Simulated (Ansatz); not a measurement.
# C4H7: the cost of one run

All numbers are computed with Ansatz 0.2.0 through its Python package. Level of theory: B3LYP+D4/cc-pVDZ.

## Step 1: The system

Bond lengths: C1–C2 1.530 Å, C2–C3 1.523 Å, C2–C4 1.516 Å, C3–C4 1.523 Å, C1–H5 1.112 Å, C1–H6 1.110 Å, C1–H7 1.110 Å, C2–H8 1.110 Å, C3–H9 1.111 Å, C4–H10 1.112 Å, C4–H11 1.110 Å. Angles (14 of 21 angles, heavy atoms first): C1–C2–C3 115.8°, C1–C2–C4 115.5°, C3–C2–C4 60.2°, C2–C3–C4 59.7°, C2–C4–C3 60.2°, C1–C2–H8 120.3°, C3–C2–H8 115.3°, C4–C2–H8 115.5°, C2–C1–H5 112.6°, C2–C1–H6 109.1°, C2–C1–H7 109.1°, C2–C3–H9 112.0°, C4–C3–H9 110.0°, C2–C4–H10 116.7°.

Input file c4h7.xyz:

```xyz
11

C     1.27120   -0.20520   -0.18240
C     0.00540   -0.00660    0.65370
C    -1.21520   -0.80160    0.20810
C    -1.13760    0.69740   -0.05140
H     1.05210   -0.34240   -1.26350
H     1.92680    0.68240   -0.06460
H     1.81460   -1.09950    0.18690
H     0.07860    0.17720    1.74620
H    -1.02750   -1.36020   -0.73430
H    -0.97600    0.96620   -1.11780
H    -1.79230    1.29210    0.61900
```

## Step 2: The code

c4h7.py reads:

```python
# -*- coding: utf-8 -*-
from collections import Counter
from dataclasses import dataclass

import ansatz as az


@dataclass(frozen=True)
class Settings:
    basis: str = "cc-pVDZ"
    xc: str = "b3lyp"
    vdw: str = "d4"


cfg = Settings()


def total_energy(molecule, charge=0, unpaired=0):
    calc = (
        molecule.calculation()
        .basis(gaussian=cfg.basis)
        .functional(cfg.xc, dispersion=cfg.vdw)
    )
    if charge:
        calc = calc.charge(charge)
    if unpaired:
        calc = calc.spin("collinear", total=unpaired)
    report = calc.run().report
    if report["published_state_doubts"]:
        print("  doubts:", report["published_state_doubts"])
    return report["free_energy_ev"]

c4h7 = az.Crystal.molecule_from_extxyz("c4h7.xyz")

unpaired = {"C": 2, "H": 1}
counts = Counter(site.symbol for site in c4h7.cartesian_sites)
atom_energy = {s: total_energy(az.Crystal.molecule().atom(s, (0, 0, 0)), 0, unpaired[s]) for s in counts}
whole = total_energy(c4h7, 0, 1)
for s, e in atom_energy.items():
    print(f"{s:2s} x{counts[s]}  {e:14.5f} eV")
print(f"C4H7: {whole:.5f} eV")
split = sum(counts[s] * e for s, e in atom_energy.items()) - whole
print(f"atomisation energy (no zero-point term): {23.060548 * split:.1f} kcal/mol, {split / sum(counts.values()):.3f} eV an atom")
```

## Step 3: What the engine is handed

The package turns the script's settings into the engine's input (first run):

```yaml
crystal:
  periodic: [false, false, false]
  atoms:
    - { symbol: C, position_ang: [0.0, 0.0, 0.0] }
basis:
  gaussian:
    orbitals: cc-pVDZ
hamiltonian:
  xc: b3lyp
  dispersion: d4
magnetization:
  spin_polarized: true
  initial_magnetization: 2.0
```

## Step 4: The run

Started as:

```bash
python c4h7.py
```

What time and memory should one allow on 1 thread of Arm Neoverse V2, shared host?

About 5 s, with a peak of 0.28 GiB.
